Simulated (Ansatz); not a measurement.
# AlBH (doublet): B3LYP, wB97M-V over a scan of the distance B1–Al2, 6-31G

Aim: run AlBH (doublet) with these functionals over a scan of the distance B1–Al2, and hold them against the top wave-function level at the same points.

Computed with Ansatz 0.2.0, Gaussian basis. Level: 6-31G, all electrons in the functionals.

Plan: B3LYP, wB97M-V, at 1.701 Å; 1.843 Å; 2.077 Å; 2.333 Å; 2.541 Å; 2.864 Å; 3.252 Å; 3.853 Å; 4.635 Å; 5.560 Å; 7.039 Å.

30 further runs of the same task are left out: 1 for a known fault of the program, 20 that didn't finish, 9 set aside as unsound or not needed.

## 1. The geometry

The geometry derives from a PBE0/def2-TZVP stationary point (not a proven minimum). One bond is set to the value named and the two fragments are kept rigid.

3 atoms, charge 0, spin multiplicity 2.

Atoms are counted from 1 here; the program's logs count them from 0.

Bond lengths: B1–Al2 2.077 Å, Al2–H3 1.601 Å. Angles: B1–Al2–H3 125.0°.

No dispersion term is added; wB97M-V holds VV10 nonlocal correlation. B3LYP takes the VWN-RPA correlation.

The geometry shown and the zero of energy belong to the point 2.077 Å. The yardstick, FCI, and other wave-function levels (R restricted, U unrestricted, valence and pair active spaces) come from earlier runs.

## 2. B3LYP, 1.701 Å

Contents of in.yaml:

```yaml
crystal:
  periodic: [false, false, false]
  atoms:
    - {symbol: B, position_ang: [0.000000, -0.108054, 1.246684]}
    - {symbol: Al, position_ang: [0.000000, 0.084931, -0.443333]}
    - {symbol: H, position_ang: [0.000000, -1.114539, -1.504152]}
basis:
  gaussian: {orbitals: 6-31G}
magnetization: {spin_polarized: true, initial_magnetization: 1}
hamiltonian: {xc: {name: B3LYP}}
```

Run with:

```
> ansatz run in.yaml --threads 1 --pin off --events-out ev --progress --plain --max-ram 2393MiB
```

Further steps of the session: B3LYP, 1.843 Å; B3LYP, 2.077 Å; B3LYP, 2.333 Å; B3LYP, 2.541 Å; B3LYP, 2.864 Å; B3LYP, 3.252 Å; B3LYP, 3.853 Å; B3LYP, 4.635 Å; B3LYP, 5.560 Å; B3LYP, 7.039 Å; wB97M-V, 1.701 Å; wB97M-V, 1.843 Å; wB97M-V, 2.077 Å; wB97M-V, 2.333 Å; wB97M-V, 2.541 Å; wB97M-V, 2.864 Å; wB97M-V, 3.252 Å; wB97M-V, 3.853 Å; wB97M-V, 4.635 Å; wB97M-V, 5.560 Å; wB97M-V, 7.039 Å.

**Question.** What will the summary of the whole plan be? Wanted: span of the FCI curve; largest miss, B3LYP; largest miss, wB97M-V.

As calculated:

| quantity | value |
| --- | --- |
| span of the FCI curve | 156.8 kJ/mol |
| largest miss, B3LYP | +29.9 kJ/mol (7.039 Å) |
| largest miss, wB97M-V | +8.8 kJ/mol (7.039 Å) |

Of the functionals, wB97M-V keep the smallest largest miss at the points compared (at most 8.8 kJ/mol) and B3LYP strays most (29.9 kJ/mol, at 7.039 Å). B3LYP, wB97M-V clearly break the spin symmetry at some points (⟨S²⟩ up to 0.75 above the pure value), so energy there is bought with a mixed spin. Functionals and the yardstick converge differently with the basis, so part of each miss in 6-31G is the basis.
